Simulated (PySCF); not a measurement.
**SiH3Cl (SiClH3) at wB97X-V/STO-3G**

What is the vertical ionisation energy of SiH3Cl (SiClH3) at wB97X-V/STO-3G? 

The results are computed with PySCF 2.14.0.

10 further runs of the same task are left out: 1 that didn't finish, 9 set aside as unsound or not needed.

### Step 1. The structure to begin with

SiH3Cl: 5 atoms, total charge 0, spin state singlet. SMILES: `[H][Si]([H])([H])Cl`. The shape is that of a GFN2-xTB optimisation.

Bond lengths: Si1–Cl2 2.010 Å, Si1–H3 1.458 Å, Si1–H4 1.458 Å, Si1–H5 1.458 Å. Angles: Cl2–Si1–H3 108.3°, Cl2–Si1–H4 108.2°, Cl2–Si1–H5 108.0°, H3–Si1–H4 110.8°, H3–Si1–H5 110.8°, H4–Si1–H5 110.7°.

### Step 2. The energy at wB97X-V/STO-3G

Input file input.py:

```python
from pyscf import gto, dft

system = gto.M(
    atom='''
Si     0.000290     0.001940    -0.129410
Cl     0.010690    -0.020840     1.880630
H      1.382330     0.011210    -0.594910
H     -0.700750     1.203700    -0.566480
H     -0.692550    -1.196020    -0.589840
''',
    verbose=3,
    basis='sto-3g',
    max_memory=1860,
)

ks = dft.RKS(system)
ks.xc = 'wb97x-v'
ks.nlcgrids.level = 1
ks.grids.level = 5
ks.conv_tol = 1e-10
ks.kernel()
if not ks.converged:
    ks = ks.newton().run(ks.mo_coeff, ks.mo_occ)

etot = ks.e_tot
print('Final energy', etot)
```

Run with:

```console
$ OMP_NUM_THREADS=1 python input.py
```

Output:

```text
converged SCF energy = -743.073330614739
Final energy -743.0733306147391
```

Run time: 15 s. Hardware: 1 thread of Arm Neoverse V1, shared host; peak memory 0.2 GiB.

### Step 3. The doublet cation

Input file input.py:

```python
from pyscf import gto, dft

mol = gto.Mole()
mol.atom = '''
Si   0.000290   0.001940  -0.129410
Cl   0.010690  -0.020840   1.880630
H    1.382330   0.011210  -0.594910
H   -0.700750   1.203700  -0.566480
H   -0.692550  -1.196020  -0.589840
'''
mol.verbose = 3
mol.max_memory = 1860
mol.basis = 'sto-3g'
mol.charge = 1
mol.spin = 1
mol.build()

mf = dft.UKS(mol, xc='wb97x-v')
mf.grids.level = 5
mf.nlcgrids.level = 1
mf.conv_tol = 1e-10
mf.kernel()
if not mf.converged:
    mf = mf.newton().run(mf.mo_coeff, mf.mo_occ)

energy = mf.e_tot
print(f'total energy: {energy:.8f} hartree')
```

Run with:

```console
$ OMP_NUM_THREADS=1 python input.py
```

Output:

```text
WARN: HOMO -0.375715323077062 >= LUMO -0.37571532307706

converged SCF energy = -742.69278345467  <S^2> = 0.75294126  2S+1 = 2.0029391
total energy: -742.69278345 hartree
```

It took 68 s on 1 thread of Arm Neoverse V1, shared host; peak memory 0.21 GiB.

### Step 4. What came out

At wB97X-V/STO-3G:

```
                                          quantity          value
                      singlet SiH3Cl: total energy  -743.07333 Eh
                     singlet SiH3Cl: dipole moment         2.60 D
                       singlet SiH3Cl: HOMO energy       -9.17 eV
                       singlet SiH3Cl: LUMO energy        7.69 eV
                     singlet SiH3Cl: HOMO–LUMO gap       16.86 eV
                      doublet cation: total energy  -742.69278 Eh
doublet cation: HOMO energy (highest over α and β)      -17.85 eV
 doublet cation: LUMO energy (lowest over α and β)      -11.43 eV
                              doublet cation: ⟨S²⟩          0.753
vertical ionisation energy (to the doublet cation)      10.355 eV
```

What this shows: The vertical ionisation energy comes to 10.36 eV (999 kJ/mol). The negative HOMO energy of the first species, 9.17 eV, lies 1.18 eV below that difference. In a minimal basis such a difference can be off by several eV, whatever the method. Mulliken charges (singlet SiH3Cl) run from -0.36 on Cl2 to +0.66 on Si1; they depend strongly on the basis. Mulliken charges (doublet cation) run from +0.00 on H3 to +0.71 on Si1; they depend strongly on the basis.
